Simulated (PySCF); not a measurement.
HS, SMILES [SH], multiplicity 2. Atoms are numbered in the order given.

```xyz
2

S      0.0000     0.0000    -0.0793
H      0.0000     0.0000     1.2680
```
Charge 0, spin multiplicity 2.

The structure is a stationary point at B3LYP-D3(BJ)/def2-TZVPD.

Calculation: ωB97X/def2-TZVPD (PySCF).

Mulliken values depend strongly on the basis, most of all with diffuse functions as here. ESP charges are fitted to the potential on shells at 1.4 to 2.0 van der Waals radii. Atomic charges (e):

```csv
atom,ESP fit,meta-Löwdin,Mulliken,Mulliken spin
S1,-0.16,-0.11,-0.19,1.03
H2,0.16,0.11,0.19,-0.03
```
